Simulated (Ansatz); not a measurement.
Voigt–Reuss–Hill shear modulus (GPa) of solids drawn from the class of oxides, at two levels: LDA (plane waves, PAW; Ansatz, a first-principles code), and PBEsol (Ansatz, plane waves, PAW).

```
solid                                       LDA  PBEsol  shift (%)
-----------------------------------------  ----  ------  ---------
MgCO3 (R-3c, No. 167)                      73.0    65.8       -9.9
antiferromagnetic (type II) rock-salt NiO  76.2    76.3       +0.1
stishovite (SiO2)                           221     210       -5.0
SiO2 (P4₁2₁2, No. 92)                      38.2    39.6       +3.7
anatase TiO2 (metastable phase)            60.2    57.8       -4.0
rock-salt MgO                               136     125       -8.1
```

The shifts run from -9.9 % to +3.7 %, with a median of -4.5 %.

Over all 6 rows PBEsol is the larger in 2.

Database compounds that came out metallic weren't drawn.

Ansatz's runs of these crystals have no spin polarisation, but for antiferromagnetic (type II) rock-salt NiO.

Density-functional runs with spin start from opposed moments for antiferromagnetic (type II) rock-salt NiO.

Each level is taken at its own relaxed cell. Ansatz's density-functional and Hartree–Fock values are scalar-relativistic unless marked +SOC, with PAW data made under PBE.
